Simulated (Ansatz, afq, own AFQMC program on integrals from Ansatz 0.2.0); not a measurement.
Two steps: Ansatz 0.2.0 writes the Fock matrix and Cholesky factors of the valence space, and afq projects on them the lowest state that overlaps trial and start.

```yaml
crystal:
  periodic: [false, false, false]
  atoms:
    - {symbol: Ge, position_ang: [-0.002246, 0.000001, 1.363267]}
    - {symbol: Ge, position_ang: [-0.001560, -0.000001, -1.446866]}
    - {symbol: H, position_ang: [1.693763, -0.000015, 1.793029]}
    - {symbol: H, position_ang: [-0.709743, 1.403892, 2.115909]}
    - {symbol: H, position_ang: [-0.709769, -1.403877, 2.115910]}
basis:
  gaussian: {orbitals: cc-pVDZ}
magnetization: {spin_polarized: true, initial_magnetization: 1}
correlation: {method: ccsd_t, electrons: outside_noble_gas, hamiltonian_folder: ham}
```

```sh
$ ansatz run in.yaml --threads 1 --pin off --events-out ev --progress --plain --max-ram 1382MiB
```

afq runs on the folder ham with

```
--method phaseless --trial cisd --walkers 60 --populations 1 --least-time 40 --time-step 0.005 --steps-per-block 50 --equilibration-blocks 28 --max-blocks 300 --target-error 0.0004 --factor-cut 1e-05 --start spin_pure --seed 6656 --release-times 0.24,0.51,0.99,1.62,2.4 --release-step 0.03 --release-every 4 --taylor-order 6
```

Times are imaginary, in 1/Eh. The walk had a cap of 1706 s. Filled inner d shells are frozen with the cores.

```
orbitals 41  electrons 6 5  factors 323 of 787
reference energy -4152.33306007 Eh
CCSD correlation -0.20108184 Eh in 15 cycles, weight of the determinant in the CISD state 0.8517
energy of the start -4152.533793 Eh
 block  time / (1/Eh)  mean weight  energy / Eh
     1     0.250  1.0011  -4152.530369
     2     0.500  1.0008  -4152.530836
     3     0.750  1.0004  -4152.531840
     4     1.000  0.9987  -4152.532656
     5     1.250  0.9990  -4152.533398
    10     2.500  0.9987  -4152.538639
    31     7.750  0.9997  -4152.545352
    56    14.000  0.9981  -4152.545535
    81    20.250  0.9982  -4152.546609
   106    26.500  0.9977  -4152.544181
   131    32.750  1.0004  -4152.537936
   156    39.000  1.0001  -4152.537846
   181    45.250  1.0001  -4152.543374
   191    47.750  0.9994  -4152.549661
   206    51.500  0.9997  -4152.541189
   211    52.750  0.9998  -4152.534665
   226    56.500  0.9998  -4152.538718
blocks merged  error / Eh  count
     1  0.000234  200
     2  0.000295  100
     4  0.000355  50
     8  0.000392  25
    16  0.000466  12
released: time / (1/Eh)  energy / Eh  error  mean overlap
  0.24  -4152.541433  0.000449  1.0110
  0.51  -4152.541875  0.000381  1.0017
  0.99  -4152.541225  0.000364  0.9940
  1.62  -4152.541686  0.000441  0.9693
  2.40  -4152.541263  0.000504  0.9947
energy -4152.540979 +/- 0.000392 Eh
(rows thinned)
```

**Question.** Estimate how long the walk took on 1 thread of AMD EPYC 9R45 96-Core Processor (Zen 5), with other jobs on the host.

**Answer.** 3.2 min of wall time.

The run passed its tests (sampling time, drift between the halves within three errors, error under three times the target), which doesn't prove that it has relaxed. The second half of the sampling lies above the first by 2.5 errors of their difference, so the energy may still be moving and its error bar be too small.

Against this walk (error 10.7 meV) on the same determinant: CCSD(T) 23.9 meV higher. The error is statistical and leaves out the bias of the constraint. Released to 2.40 1/Eh the energy moves by -8 ± 17 meV (both errors), within twice the noise.

Cautions: constraint bias not in the error; no relativity below Rb; no spin-orbit coupling; inner d shell frozen.

A walk keeps the symmetry of its determinant, which the program's search chose and which needn't be the lowest solution, so a lower state of the same spin and another symmetry isn't excluded.
